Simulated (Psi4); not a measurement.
# H2O (water): M06-HF/may-cc-pVTZ (ZORA, ddCOSMO chloroform)

Wanted: the energy of H2O (water). 

Program for the calculation: Psi4 1.11.

5 further runs of the same task are left out: 4 that didn't finish, 1 set aside as unsound or not needed.

## 1. The system as given

H2O: 3 atoms, total charge 0, spin state singlet. SMILES: `O`. The shape is that of a PBE0-D4/def2-TZVP optimisation.

Bond lengths: O1–H2 0.960 Å, O1–H3 0.960 Å. Angles: H2–O1–H3 105.1°.

## 2. A single-point energy at M06-HF/may-cc-pVTZ (ZORA, ddCOSMO chloroform)

run.py

```python
import psi4

psi4.set_memory('1600 MB')
psi4.set_num_threads(1)
psi4.core.set_output_file('psi4.out', False)

mol = psi4.geometry("""
O     -0.302700     0.200200    -0.140600
H      0.466500     0.548400     0.315300
H     -0.163800    -0.748600    -0.174700
symmetry c1
""")

options = {'basis': 'may-cc-pVTZ', 'scf_type': 'pk', 'relativistic': 'zora', 'ddx': True, 'ddx_model': 'cosmo', 'ddx_solvent': 'chloroform', 'ddx_radii_set': 'uff'}
psi4.set_options(options)

energy_value = psi4.energy("m06-hf", molecule=mol)
print(f'total energy {energy_value:.8f} hartree = {energy_value * 27.211386:.5f} eV')
for k, v in sorted(psi4.core.scalar_variables().items()):
    print(f'{k:45s} {v:18.10f}')
```

Run with:

```sh
$ python run.py
```

psi4.out:

```text
[...]
  Running in c1 symmetry.
[...]
  Nuclear repulsion =    9.171300754468179
[...]
  Multiplicity = 1
[...]
  Nalpha       = 5
  Nbeta        = 5
[...]
    Number of basis functions: 62
[...]
   @RKS iter   1:   -76.42726168073472   -3.95244e-01   8.59060e-03 DIIS/ADIIS
[...]
   @RKS iter   8:   -76.52457566540598   -1.09931e-08   2.33892e-07 DIIS
[...]
    Orbital Energies [Eh]
    ---------------------
    Doubly Occupied:
       1A    -20.224134     2A     -1.256863     3A     -0.714922
       4A     -0.587706     5A     -0.516374
[...]
  @RKS Final Energy:   -76.52457566540598
   => Energetics <=
    Nuclear Repulsion Energy =              9.1713007544681791
    One-Electron Energy =                -123.0936358410370275
    Two-Electron Energy =                  37.7928504090360704
    DFT Exchange-Correlation Energy =      -0.3884482113292607
    Empirical Dispersion Energy =           0.0000000000000000
    VV10 Nonlocal Energy =                  0.0000000000000000
    DD Solvation Energy =                 -0.0066427765439327
    Total Energy =                        -76.5245756654059761
[...]
 Multipole Moments:
 ------------------------------------------------------------------------------------
     Multipole            Electronic (a.u.)      Nuclear  (a.u.)        Total (a.u.)
 ------------------------------------------------------------------------------------
 L = 1.  Multiply by 2.5417464519 to convert [e a0] to [Debye]
 Dipole X            :         -0.0611711            0.8318109            0.7706398
 Dipole Y            :          0.0369481           -0.5024246           -0.4654766
 Dipole Z            :          0.0000000            0.0000000            0.0000000
 Magnitude           :                                                    0.9003078
[...]
```

On the terminal:

```text
total energy -76.52457567 hartree = -2082.33977 eV
CURRENT ENERGY                                    -76.5245756654
CURRENT REFERENCE ENERGY                          -76.5245756654
DD SOLVATION ENERGY                                -0.0066427765
DFT FUNCTIONAL TOTAL ENERGY                       -76.5179328889
DFT TOTAL ENERGY                                  -76.5179328889
DFT VV10 ENERGY                                     0.0000000000
DFT XC ENERGY                                      -0.3884482113
GRID ELECTRONS ALPHA                                4.9999999180
GRID ELECTRONS BETA                                 4.9999999180
GRID ELECTRONS TOTAL                                9.9999998360
NUCLEAR REPULSION ENERGY                            9.1713007545
ONE-ELECTRON ENERGY                              -123.0936358410
PCM POLARIZATION ENERGY                             0.0000000000
PE ENERGY                                           0.0000000000
SCF ITERATION ENERGY                              -76.5245756654
SCF ITERATIONS                                      8.0000000000
SCF TOTAL ENERGY                                  -76.5245756654
TWO-ELECTRON ENERGY                                37.7928504090
XC GRID RADIAL POINTS                              75.0000000000
XC GRID SPHERICAL POINTS                          302.0000000000
XC GRID TOTAL POINTS                            66710.0000000000
```

It took 9 s on 1 thread of Intel Xeon Platinum 8488C (Sapphire Rapids), shared host; peak memory 0.66 GiB.

## 3. Results

At M06-HF/may-cc-pVTZ (ZORA, ddCOSMO chloroform):

| quantity | value |
| --- | --- |
| total energy | -76.52458 Eh |
| dipole moment | 2.29 D |
| HOMO energy | -14.05 eV |
| LUMO energy | 1.70 eV |
| HOMO–LUMO gap | 15.75 eV |
| solvent term in the energy | -17.4 kJ/mol |
